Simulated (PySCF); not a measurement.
Species: `N#CC=O` (cyanoformaldehyde). The columns A, B, C and D hold Mulliken, IAO, Hirshfeld and ESP-fitted charges (e) of one PBE0/pcSseg-1 density (PySCF), in a shuffled order. Coordinates in Å (PBE0-D3(BJ)/def2-SVP); the density's dipole moment is (-1.49, -1.71, -0.99) D.

```json
{"atom": "N1", "x": "1.943", "y": "-0.152", "z": "0.603", "A": "-0.162", "B": "-0.354", "C": "-0.203", "D": "-0.158"}
{"atom": "C2", "x": "0.843", "y": "-0.069", "z": "0.253", "A": "+0.087", "B": "+0.261", "C": "+0.051", "D": "+0.083"}
{"atom": "C3", "x": "-0.556", "y": "0.018", "z": "-0.195", "A": "+0.240", "B": "+0.402", "C": "+0.299", "D": "+0.169"}
{"atom": "O4", "x": "-1.193", "y": "1.028", "z": "-0.121", "A": "-0.311", "B": "-0.355", "C": "-0.287", "D": "-0.169"}
{"atom": "H5", "x": "-0.962", "y": "-0.936", "z": "-0.602", "A": "+0.145", "B": "+0.045", "C": "+0.140", "D": "+0.075"}
```

Q: Which column most likely holds the ESP-fitted charges?

A: B. Σ q r misses the density's dipole by 0.04 D (B), 0.19 D (C), 0.90 D (D), 0.90 D (A). Charges fitted to the outside potential are the only set here that is tied to the molecule's multipoles.

Q: And the Hirshfeld charges?

A: D. The mean sizes are 0.131 e (D), 0.189 e (A), 0.196 e (C), 0.283 e (B), and Hirshfeld charges are commonly the smallest of these schemes.

As computed, A = IAO, B = ESP-fitted, C = Mulliken, D = Hirshfeld.

The Hirshfeld scheme divides the density at each point in proportion to the densities of the neutral, spherically averaged free atoms. The Mulliken scheme counts on each atom the diagonal of the density matrix times the overlap matrix over that atom's basis functions.

Geometry: PBE0-D3(BJ)/def2-SVP; no solvent, vibrations or thermal averaging.
